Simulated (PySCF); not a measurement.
# Sulfuryl Chloride Fluoride (ClFO₂S): electronic excitations and core binding energies

Wanted: the electronic excitations and core binding energies of Sulfuryl Chloride Fluoride (ClFO₂S) (`O=S(=O)(F)Cl`), by calculation.

Programs: PySCF 2.14.0, with density-fitted response routines of our own. Each step states its level of theory. These are calculated values for one molecule in the gas phase, unless marked as measured. Atoms count from 0, in the outputs and in this text.

## (1) Starting geometry

5 atoms, charge 0, multiplicity 1; geometry from: GFN2-xTB.

Bonds of the start (Å): O0–S1 1.41, S1–O2 1.41, S1–F3 1.63, S1–Cl4 2.02.

## (2) Excited states and response: wB97X-D/def2-SVPD

The job: settings as JSON, then the geometry in Å.

```
{"job": {"kind": "uv", "xc": "wB97X-D", "basis": "def2-SVPD", "nstates": 8, "ntriplets": 3}, "charge": 0, "multiplicity": 1}
O     -0.517618    -0.951405    -1.075041
S     -0.147070    -0.154788     0.027216
O     -0.576603    -0.420557     1.343154
F     -0.596663     1.368768    -0.317671
Cl     1.846576     0.160835     0.005157
```

Level: TDDFT wB97X-D/def2-SVPD, vertical, gas phase, core orbitals frozen in the response.

The run is started by

```console
$ OMP_NUM_THREADS=1 python probes_run.py task.json out
```

The driver reads the jobs from task.json and runs them one after another.

Standard output:

```text
coarse grid: 6512 points
cycle   1  E = -1107.6586357062  dE =  1.586e+00  |g| = 1.219e+00  |ddm| = 2.962e+00
cycle   2  E = -1107.3863193928  dE =  2.723e-01  |g| = 1.791e+00  |ddm| = 2.552e+00
cycle   3  E = -1107.9519829074  dE = -5.657e-01  |g| = 1.175e-01  |ddm| = 1.524e+00
cycle   4  E = -1107.9539901800  dE = -2.007e-03  |g| = 6.516e-02  |ddm| = 1.383e-01
cycle   5  E = -1107.9547189847  dE = -7.288e-04  |g| = 1.106e-02  |ddm| = 4.768e-02
cycle   6  E = -1107.9547445957  dE = -2.561e-05  |g| = 3.594e-03  |ddm| = 1.355e-02
cycle   7  E = -1107.9547486559  dE = -4.060e-06  |g| = 7.017e-04  |ddm| = 5.590e-03
final grid: 57512 points
cycle   8  E = -1108.0833018004  dE = -4.721e-05  |g| = 6.736e-03  |ddm| = 4.921e-02
cycle   9  E = -1108.0832982723  dE =  3.528e-06  |g| = 8.619e-03  |ddm| = 1.214e-02
cycle  10  E = -1108.0833103329  dE = -1.206e-05  |g| = 6.456e-04  |ddm| = 5.515e-03
cycle  11  E = -1108.0833104174  dE = -8.447e-08  |g| = 3.957e-04  |ddm| = 9.680e-04
cycle  12  E = -1108.0833104490  dE = -3.165e-08  |g| = 1.106e-04  |ddm| = 5.430e-04
cycle  13  E = -1108.0833104519  dE = -2.858e-09  |g| = 2.654e-05  |ddm| = 1.344e-04
cycle  14  E = -1108.0833104521  dE = -2.153e-10  |g| = 9.767e-06  |ddm| = 5.045e-05
converged SCF energy = -1108.0833104521

Static polarisability (au): isotropic 42.451, principal 36.752 39.493 51.108

Singlet excitations
state   eV       nm        f      main configurations
  1   5.8122    213.3   0.00237   H->L 0.97
  2   6.1989    200.0   0.00185   H-1->L 0.97
  3   6.5789    188.5   0.00042   H-2->L 0.98
  4   7.5863    163.4   0.00037   H-4->L 0.97
  5   8.0021    154.9   0.16577   H-3->L 0.78, H-1->L+1 0.13
  6   8.0481    154.1   0.00010   H->L+1 0.86
  7   8.3594    148.3   0.02239   H-5->L 0.95
  8   8.9110    139.1   0.01357   H-2->L+1 0.68, H->L+2 0.13

Triplet excitations (Tamm-Dancoff, eV): 5.1471 5.4911 6.2868
```

Run time: 17 s. Hardware: 1 thread, shared host.

The orbitals next to the gap, with their largest atomic shares:

```
orbital      eV                       atoms
 HOMO−3  -13.66  Cl4 36 %, O2 24 %, O0 24 %
 HOMO−2  -12.89   O2 38 %, O0 38 %, F3 12 %
 HOMO−1  -12.76    Cl4 76 %, O0 7 %, F3 7 %
   HOMO  -12.22  Cl4 50 %, O0 24 %, O2 24 %
   LUMO   -1.07  Cl4 46 %, S1 26 %, F3 10 %
 LUMO+1    1.33   S1 36 %, F3 17 %, O0 17 %
 LUMO+2    1.70   S1 53 %, Cl4 23 %, O2 9 %
```

With each of the 8 states as a Gaussian band of 0.4 eV half-width at 1/e, the curve within the window shown has maxima at 208 nm (ε 140), 155 nm (ε 7,200) L/(mol cm). Beyond the last state computed it falls off for lack of states. The curve at chosen wavelengths:

nm, ε (L/mol/cm) and a bar:
```
      135        324 #
      139        678 ###
      143       1196 #####
      147       2848 ############
      151       5673 ########################
      156       7023 ##############################
      160       4885 #####################
      164       2220 #########
      168        698 ###
      172        162 #
      176         34 
      180         17 
      184         26 
      189         51 
      193         76 
      197        101 
      201        122 
      205        135 #
      209        137 #
      213        129 #
      217        110 
      222         79 
      226         55 
      230         35 
      234         20 
      238         11
```

Ground-state properties from the same run:

```
           property  computed
  dipole moment (D)      1.61
polarisability (Å³)      6.29
 HOMO–LUMO gap (eV)     11.15
      −ε(HOMO) (eV)     12.22
```

## (3) Core holes by ΔSCF: SCAN, X2C

The job: settings as JSON, then the geometry in Å.

```
{"job": {"kind": "xps"}, "charge": 0, "multiplicity": 1}
O     -0.517618    -0.951405    -1.075041
S     -0.147070    -0.154788     0.027216
O     -0.576603    -0.420557     1.343154
F     -0.596663     1.368768    -0.317671
Cl     1.846576     0.160835     0.005157
```

Level: delta-SCF UKS SCAN, pcX-2 on the ionised atom, pcseg-1 elsewhere, spin-free X2C.

Standard output:

```text
ground state, core basis on atom 0 (O), 109 functions
  cycle   1  E = -1110.71693684  |g| = 1.21e+00
  cycle   2  E = -1109.31024900  |g| = 2.92e+00
  cycle   3  E = -1110.94489495  |g| = 4.36e-01
  cycle   4  E = -1110.97705242  |g| = 2.15e-01
  cycle   5  E = -1110.98407325  |g| = 6.63e-02
  cycle   6  E = -1110.98487804  |g| = 3.65e-02
  cycle   7  E = -1110.98513388  |g| = 1.09e-02
  cycle   8  E = -1110.98515037  |g| = 4.98e-03
  cycle   9  E = -1110.98515872  |g| = 6.59e-04
  cycle  10  E = -1110.98515860  |g| = 9.02e-05
  E(ground) = -1111.00842969 Eh
hole in O 1s of atom 0
  cycle   1  E = -1090.30921452  |g| = 2.23e+00
  cycle   2  E = -1089.37478571  |g| = 2.47e+00
  cycle   3  E = -1090.83759623  |g| = 8.62e-01
  cycle   4  E = -1090.91035542  |g| = 7.64e-01
  cycle   5  E = -1091.11004340  |g| = 2.35e-01
  cycle   6  E = -1091.13135612  |g| = 1.03e-01
  cycle   7  E = -1091.13516855  |g| = 2.48e-02
  cycle   8  E = -1091.13539774  |g| = 1.36e-02
  cycle   9  E = -1091.13548973  |g| = 2.68e-03
  cycle  10  E = -1091.13549302  |g| = 6.62e-04
  cycle  11  E = -1091.13549405  |g| = 2.99e-04
  E(ion) = -1091.16011062 Eh   <S^2> = 0.7650   hole on atom = 1.000   binding energy = 540.100 eV
ground state, core basis on atom 1 (S), 120 functions
  cycle   1  E = -1111.16362724  |g| = 4.29e-01
  cycle   2  E = -1111.15362885  |g| = 2.66e-01
  cycle   3  E = -1111.14439857  |g| = 3.40e-01
  cycle   4  E = -1111.16590435  |g| = 5.65e-02
  cycle   5  E = -1111.16652237  |g| = 1.19e-02
  cycle   6  E = -1111.16654355  |g| = 5.22e-03
  cycle   7  E = -1111.16655012  |g| = 1.59e-03
  cycle   8  E = -1111.16654893  |g| = 7.48e-04
  cycle   9  E = -1111.16654878  |g| = 2.16e-04
  E(ground) = -1111.17464498 Eh
hole in S 1s of atom 1
  cycle   1  E = -1018.64008168  |g| = 5.08e+00
  cycle   2  E = -1017.36410148  |g| = 3.13e+00
  cycle   3  E = -1017.61949995  |g| = 2.14e+00
  cycle   4  E = -1019.65676145  |g| = 6.47e-01
  cycle   5  E = -1019.52579580  |g| = 7.21e-01
  cycle   6  E = -1019.81087928  |g| = 8.10e-02
  cycle   7  E = -1019.81172017  |g| = 6.38e-02
  cycle   8  E = -1019.81269657  |g| = 3.38e-02
  cycle   9  E = -1019.81324052  |g| = 4.13e-03
  cycle  10  E = -1019.81324831  |g| = 1.77e-03
  cycle  11  E = -1019.81324770  |g| = 1.90e-03
  cycle  12  E = -1019.81324998  |g| = 3.25e-04
  E(ion) = -1019.81419704 Eh   <S^2> = 0.7521   hole on atom = 1.000   binding energy = 2486.044 eV
hole in S 2p of atom 1
  cycle   1  E = -1104.22536821  |g| = 1.56e+00
  cycle   2  E = -1103.01285201  |g| = 2.27e+00
  cycle   3  E = -1104.41373353  |g| = 7.27e-01
  cycle   4  E = -1104.61742329  |g| = 2.43e-01
  cycle   5  E = -1104.61591698  |g| = 2.38e-01
  cycle   6  E = -1104.63895400  |g| = 2.02e-02
  cycle   7  E = -1104.63904168  |g| = 1.22e-02
  cycle   8  E = -1104.63908042  |g| = 7.62e-03
  cycle   9  E = -1104.63911230  |g| = 1.71e-03
  cycle  10  E = -1104.63911305  |g| = 1.71e-03
  cycle  11  E = -1104.63911503  |g| = 8.36e-04
  cycle  12  E = -1104.63911624  |g| = 1.88e-04
  E(ion) = -1104.65472223 Eh   <S^2> = 0.7537   hole on atom = 1.001   binding energy = 177.416 eV
  2p3/2 = 177.129 eV   2p1/2 = 178.371 eV
ground state, core basis on atom 3 (F), 109 functions
  cycle   1  E = -1110.99512055  |g| = 1.45e-01
  cycle   2  E = -1110.98981372  |g| = 1.93e-01
  cycle   3  E = -1110.99560848  |g| = 7.66e-02
  cycle   4  E = -1110.99652800  |g| = 2.35e-02
  cycle   5  E = -1110.99666968  |g| = 2.53e-03
  cycle   6  E = -1110.99666841  |g| = 1.03e-03
  cycle   7  E = -1110.99667107  |g| = 4.98e-04
  E(ground) = -1111.02553744 Eh
hole in F 1s of atom 3
  cycle   1  E = -1084.56865957  |g| = 2.59e+00
  cycle   2  E = -1084.22573729  |g| = 2.33e+00
  cycle   3  E = -1085.23541295  |g| = 7.94e-01
  cycle   4  E = -1085.31850646  |g| = 6.63e-01
  cycle   5  E = -1085.47754703  |g| = 1.18e-01
  cycle   6  E = -1085.48397249  |g| = 6.18e-02
  cycle   7  E = -1085.48637228  |g| = 9.83e-03
  cycle   8  E = -1085.48640275  |g| = 5.93e-03
  cycle   9  E = -1085.48640802  |g| = 4.89e-03
  cycle  10  E = -1085.48641881  |g| = 4.32e-04
  E(ion) = -1085.51879660 Eh   <S^2> = 0.7586   hole on atom = 1.000   binding energy = 694.074 eV
ground state, core basis on atom 4 (Cl), 120 functions
  cycle   1  E = -1111.13456728  |g| = 4.94e-01
  cycle   2  E = -1111.12975654  |g| = 2.02e-01
  cycle   3  E = -1111.11947849  |g| = 3.16e-01
  cycle   4  E = -1111.13628946  |g| = 2.88e-02
  cycle   5  E = -1111.13641689  |g| = 1.23e-02
  cycle   6  E = -1111.13644789  |g| = 1.98e-03
  cycle   7  E = -1111.13644821  |g| = 8.97e-04
  cycle   8  E = -1111.13644844  |g| = 4.65e-04
  E(ground) = -1111.15049389 Eh
hole in Cl 1s of atom 4
  cycle   1  E = -1005.86175315  |g| = 5.47e+00
  cycle   2  E = -1006.10215077  |g| = 2.30e+00
  cycle   3  E = -1006.13819410  |g| = 1.46e+00
  cycle   4  E = -1006.98307783  |g| = 5.72e-01
  cycle   5  E = -1007.07276736  |g| = 3.10e-01
  cycle   6  E = -1007.10375225  |g| = 1.33e-01
  cycle   7  E = -1007.10902761  |g| = 3.98e-02
  cycle   8  E = -1007.10964629  |g| = 1.33e-02
  cycle   9  E = -1007.10971878  |g| = 3.11e-03
  cycle  10  E = -1007.10971400  |g| = 4.71e-03
  cycle  11  E = -1007.10972302  |g| = 9.91e-04
  cycle  12  E = -1007.10972346  |g| = 4.01e-04
  E(ion) = -1007.13104462 Eh   <S^2> = 0.7537   hole on atom = 1.000   binding energy = 2830.513 eV
hole in Cl 2p of atom 4
  cycle   1  E = -1102.99697928  |g| = 1.70e+00
  cycle   2  E = -1102.75694363  |g| = 1.47e+00
  cycle   3  E = -1103.17342572  |g| = 8.27e-01
  cycle   4  E = -1103.44715948  |g| = 2.20e-01
  cycle   5  E = -1103.45690736  |g| = 1.48e-01
  cycle   6  E = -1103.46413830  |g| = 5.46e-02
  cycle   7  E = -1103.46523524  |g| = 1.20e-02
  cycle   8  E = -1103.46529328  |g| = 4.42e-03
  cycle   9  E = -1103.46530328  |g| = 1.06e-03
  cycle  10  E = -1103.46530342  |g| = 1.33e-03
  cycle  11  E = -1103.46530268  |g| = 3.15e-04
  E(ion) = -1103.48708589 Eh   <S^2> = 0.7541   hole on atom = 1.001   binding energy = 208.532 eV
  2p3/2 = 207.920 eV   2p1/2 = 209.575 eV
```

It took 29 s on 1 thread, shared host.

Binding energies by hole, beside the orbital energy of the ground state; the difference holds orbital relaxation and, for a density functional, its self-interaction error:

```
       hole  stands for           environment  ΔSCF (eV; 2p as the shell's mean)  −ε (eV)   ⟨S²⟩
  O1s on O0      O0, O2            S=O oxygen                             540.10    518.6  0.765
  S1s on S1          S1       sulfonyl sulfur                            2486.04   2422.8  0.752
  S2p on S1          S1       sulfonyl sulfur                             177.54    165.2  0.754
  F1s on F3          F3  fluorine bonded to S                             694.07    668.7  0.759
Cl1s on Cl4         Cl4  chlorine bonded to S                            2830.51   2765.6  0.754
Cl2p on Cl4         Cl4  chlorine bonded to S                             208.47    195.4  0.754
```

Each hole run stands for the others of its class of like atoms.

With the spin-orbit splitting: S1 2p3/2 177.13, 2p1/2 178.37 eV; Cl4 2p3/2 207.92, 2p1/2 209.57 eV. The table gives each 2p level as the mean over the whole 2p shell (two parts 2p3/2, one part 2p1/2), which differs a little from the single hole in the log.

## (4) Results

| quantity | value |
| --- | --- |
| lowest singlet (wB97X-D/def2-SVPD) | 5.81 eV (213 nm), f = 0.002 |
| brightest single state of those computed | state 5, 8.00 eV, f = 0.166 |
| lowest triplet | 5.15 eV |
| O1s binding energies, SCAN/pcX-2 | O0 540.10 eV |
| S1s binding energies, SCAN/pcX-2 | S1 2486.04 eV |
| S2p binding energies, SCAN/pcX-2 | S1 177.54 eV |
| F1s binding energies, SCAN/pcX-2 | F3 694.07 eV |
| Cl1s binding energies, SCAN/pcX-2 | Cl4 2830.51 eV |
| Cl2p binding energies, SCAN/pcX-2 | Cl4 208.47 eV |

**Reading.** The first singlet state (HOMO→LUMO 0.97) lies at 5.81 eV and is weak; of the 8 states computed, the strongest absorption comes from state 5 at 8.00 eV. The lowest triplet lies 0.67 eV below the lowest singlet (triplets in Tamm-Dancoff, singlets in full TDDFT).
